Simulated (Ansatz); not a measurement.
```xyz
6

H    -0.0398    0.0000    0.0441
F    -0.0493    0.0000    1.2826
C    -0.0615    0.0000    2.9512
H     0.9905    0.0000    3.1943
H    -0.5901    0.9124    3.1835
H    -0.5901   -0.9124    3.1835
```

Basis set: pcseg-2 (spherical functions). Charge 0, multiplicity 2.

Computed with Ansatz (development build ahead of 0.2.0); each method stands on the lowest determinant of its kind that the runs found.

(1) Give the atomization energy at this shape (free ground-state atoms in the same class of orbitals less the molecule, no zero-point energy) of doublet CH₄F by ωB97X (unrestricted), r²SCAN (unrestricted).

Answers

(1)

```csv
method,atomization energy
ωB97X (unrestricted),1629.9 kJ/mol
r²SCAN (unrestricted),1684.6 kJ/mol
```

The shape needn't be a minimum at these levels.
